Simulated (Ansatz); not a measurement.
Geometry optimisation, Ansatz 0.2.0, RKS PBE/def2-SVP.

Input:

```yaml
crystal:
  periodic: [false, false, false]
  atoms:
    - { symbol: Si, position_ang: [0.0, 0.0, 0.0] }
    - { symbol: H, position_ang: [0.0, 0.0, 1.46] }
    - { symbol: Cl, position_ang: [2.0086, 0.0, -0.7093] }
    - { symbol: H, position_ang: [-0.6877, 1.1914, -0.4862] }
    - { symbol: Cl, position_ang: [-1.0032, -1.7381, -0.7093] }
basis:
  gaussian: { orbitals: def2-SVP }
hamiltonian:
  xc: pbe
relax:
  f_tol: 0.02
  max_steps: 40
output:
  orbitals: {}
```

Launched with:

```bash
$ ansatz run input.yaml --threads 1 --pin off --max-ram 2048MiB --backend cpu --events-out ev --progress --plain --runs-dir out
```

Problem. Where does it end, and by what steps?

Solution. It converged. After 3 steps the energy has fallen by 0.090 eV; H4 moved furthest, 0.06 Å.

```
step  energy less start (eV)  largest force component (eV/Å)  accepted
   0                  0.0000                           1.172       yes
   1                 -0.0852                           0.333       yes
   2                 -0.0838                           0.247        no
   3                 -0.0899                           0.004       yes
```

```xyz
5
Properties=species:S:1:pos:R:3
Si 0.006 -0.010 -0.008
H 0.025 -0.043 1.487
Cl 1.962 0.004 -0.690
H -0.692 1.199 -0.542
Cl -0.983 -1.697 -0.691
```

Whether the end is a true minimum wasn't checked by a vibrational analysis.

Run time: 6.8 s on 1 thread of Arm Neoverse V1, on a shared host, peak memory 0.11 GiB.
